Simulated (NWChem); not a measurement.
Program: NWChem. System: CH₃O (+1), charge 1, spin multiplicity 1, at a geometry optimised with B3LYP/def2-SVP. The structure started from a generated list of species. Level: real-time TD-PBE0/6-31G* (spherical d).

Input file:

```
start mol
memory heap 200 mb stack 900 mb global 1100 mb
charge 1
geometry "system" units angstroms nocenter noautoz noautosym
  C      0.593473    -0.192958     0.000000
  O     -0.556717     0.283292     0.000000
  H      1.420276     0.536089     0.000000
  H      0.776791    -1.281923     0.000000
  H     -1.304165    -0.362758     0.000000
end
set geometry "system"
basis spherical
  * library 6-31g*
end
dft
  xc pbe0
  semidirect memsize 60000000 filesize 0
  iterations 100
  convergence energy 1e-10 density 1e-9 gradient 1e-8
  tolerances tight
end
task dft energy
rt_tddft
  tmax 200.0
  dt 0.2
  tag "kick"
  print dipole
  field "kick"
    type delta
    polarization z
    max 0.0001
  end
  excite "system" with "kick"
end
task dft rt_tddft
```

Part of the output:

```
             Northwest Computational Chemistry Package (NWChem) 7.3.0
             --------------------------------------------------------

                                NWChem Input Module
                                -------------------

 Scaling coordinates for geometry "system" by  1.889725989
 (inverse scale =  0.529177249)

                              Geometry "system" -> ""
                              -----------------------

 Output coordinates in angstroms (scale by  1.889725989 to convert to a.u.)

  No.       Tag          Charge          X              Y              Z
 ---- ---------------- ---------- -------------- -------------- --------------
    1 C                    6.0000     0.59347300    -0.19295800     0.00000000
    2 O                    8.0000    -0.55671700     0.28329200     0.00000000
    3 H                    1.0000     1.42027600     0.53608900     0.00000000
    4 H                    1.0000     0.77679100    -1.28192300     0.00000000
    5 H                    1.0000    -1.30416500    -0.36275800     0.00000000

 Effective nuclear repulsion energy (a.u.)      36.9852249256

            Nuclear Dipole moment (a.u.)
            ----------------------------
        X                 Y               Z
 ---------------- ---------------- ----------------
     0.0000075589    -0.0000075589     0.0000000000


 Summary of "ao basis" -> "" (spherical)
 ------------------------------------------------------------------------------
       Tag                 Description            Shells   Functions and Types
 ---------------- ------------------------------  ------  ---------------------
 *                           6-31g*                   on all atoms

                                 NWChem DFT Module
                                 -----------------

 Summary of "ao basis" -> "ao basis" (spherical)
 ------------------------------------------------------------------------------
       Tag                 Description            Shells   Functions and Types
 ---------------- ------------------------------  ------  ---------------------
[...]
        18        0.00        4.86612658E-01
        19        0.00        5.88870226E-01
        20        0.00        6.39740655E-01
        21        0.00        6.40726356E-01
        22        0.00        7.28004080E-01
        23        0.00        9.64524063E-01
        24        0.00        1.14529467E+00
        25        0.00        1.17790066E+00
        26        0.00        1.23287809E+00
        27        0.00        1.46535466E+00
        28        0.00        1.54158461E+00
        29        0.00        1.63774194E+00
        30        0.00        1.92262796E+00
        31        0.00        2.04757427E+00
        32        0.00        2.16393592E+00
        33        0.00        2.33705351E+00
        34        0.00        2.54813465E+00

  int2e_file: Failed to allocate cache ... halving

kick      0.00000        ### Propagation started ###
kick      0.00000        ### Checks passed ###
kick      0.00000   0.000000000000E+000   0.000000000000E+000   1.000000000000E-004     # Applied E-field [system] (alpha spin)
kick      0.00000   0.000000000000E+000   0.000000000000E+000   1.000000000000E-004     # Applied E-field [system] (beta spin)
kick      0.00000   3.698522492558E+001     # Enuc
kick      0.00000  -2.234372969203E+002     # Ecore
kick      0.00000   8.644473281403E+001     # Ecoul
kick      0.00000  -1.464113292432E+001     # Exc(1)
kick      0.00000   0.000000000000E+000     # Exc(2)
kick      0.00000  -1.146484721050E+002     # Etot
kick      0.00000  -8.526512829121E-014     # Eadded
kick      0.00000   2.350007999268E-001  -8.144049560982E-001   2.899271386402E-015     # Dipole moment [system]
kick      0.00000        ### Saved restart file ###
kick      0.00000   1.243449787580E-014     # Magnus interpol (matrix 1 of 1)
kick      0.00000                     2     # Magnus total interpolations
kick      0.20000   0.000000000000E+000   0.000000000000E+000   0.000000000000E+000     # Applied E-field [system] (alpha spin)
kick      0.20000   0.000000000000E+000   0.000000000000E+000   0.000000000000E+000     # Applied E-field [system] (beta spin)
kick      0.20000   3.698522492558E+001     # Enuc
kick      0.20000  -2.234372969198E+002     # Ecore
kick      0.20000   8.644473281417E+001     # Ecoul
kick      0.20000  -1.464113292433E+001     # Exc(1)
kick      0.20000   0.000000000000E+000     # Exc(2)
kick      0.20000  -1.146484721044E+002     # Etot
kick      0.20000   6.124594165158E-010     # Eadded
kick      0.20000   2.350007999506E-001  -8.144049560967E-001   1.239866751385E-005     # Dipole moment [system]
kick      0.20000   5.884182030513E-014     # Magnus interpol (matrix 1 of 1)
kick      0.20000                     2     # Magnus total interpolations
kick      0.40000   0.000000000000E+000   0.000000000000E+000   0.000000000000E+000     # Applied E-field [system] (alpha spin)
kick      0.40000   0.000000000000E+000   0.000000000000E+000   0.000000000000E+000     # Applied E-field [system] (beta spin)
kick      0.40000   3.698522492558E+001     # Enuc
...
kick     28.00000  -1.464113292431E+001     # Exc(1)
kick     28.00000   0.000000000000E+000     # Exc(2)
kick     28.00000  -1.146484721035E+002     # Etot
kick     28.00000   1.554468553877E-009     # Eadded
kick     28.00000   2.350008004909E-001  -8.144049553912E-001  -2.984482814615E-005     # Dipole moment [system]
kick     28.00000   5.107025913276E-015     # Magnus interpol (matrix 1 of 1)
kick     28.00000                     2     # Magnus total interpolations
kick     28.20000   0.000000000000E+000   0.000000000000E+000   0.000000000000E+000     # Applied E-field [system] (alpha spin)
kick     28.20000   0.000000000000E+000   0.000000000000E+000   0.000000000000E+000     # Applied E-field [system] (beta spin)
kick     28.20000   3.698522492558E+001     # Enuc
kick     28.20000  -2.234372969187E+002     # Ecore
kick     28.20000
```
